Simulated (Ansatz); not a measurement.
Born–Oppenheimer molecular dynamics of C₂H₆Cl (9 atoms, charge 0, multiplicity 2). It starts at the highest image of a converged band, a first-order saddle point between two minima.

Method: UKS PBE0/def2-SVP (Ansatz 0.2.0).

```yaml
ensemble: NVE (velocity Verlet)
time_step: 0.5 fs
steps_asked: 200
starting_velocities_drawn_for: 100 K
seed: 11282
```

First frame:

```xyz
9
Properties=species:S:1:pos:R:3
H 0.033 -0.086 -0.033
C 0.468 0.603 -1.057
Cl 0.103 2.291 -0.777
C -0.449 -0.769 1.064
H -0.069 0.218 -1.932
H 1.550 0.430 -1.102
H 0.355 -0.698 1.804
H -1.349 -0.202 1.325
H -0.644 -1.787 0.708
```

How far do the bonds stretch over the last three quarters of this one trajectory? (Pairs bonded in most of those frames.)


```tsv
bond	mean (Å)	spread (Å)	shortest	longest
H1–C4	1.104	0.054	1.01	1.19
C2–Cl3	1.715	0.048	1.64	1.78
C2–H5	1.092	0.009	1.08	1.11
C2–H6	1.092	0.007	1.08	1.11
C4–H7	1.100	0.024	1.05	1.15
C4–H8	1.099	0.017	1.06	1.13
C4–H9	1.100	0.019	1.06	1.14
```

Mean temperature of the second half: 759 K. The conserved energy stayed within 0.24 meV per atom of its start (net change -0.029 meV per atom), so the integration is sound. The kinetic energy rose, since the run started high on the potential surface and went downhill. It ends in pieces (CH2Cl + CH4), so much of that is their flight and rotation, not heat. A run of 0.1 ps of so small a system gives no equilibrium averages.

The run took 4.5 min on 2 threads of AMD EPYC 7R43 64-Core Processor (Zen 3) (shared host), peak memory 0.21 GiB.
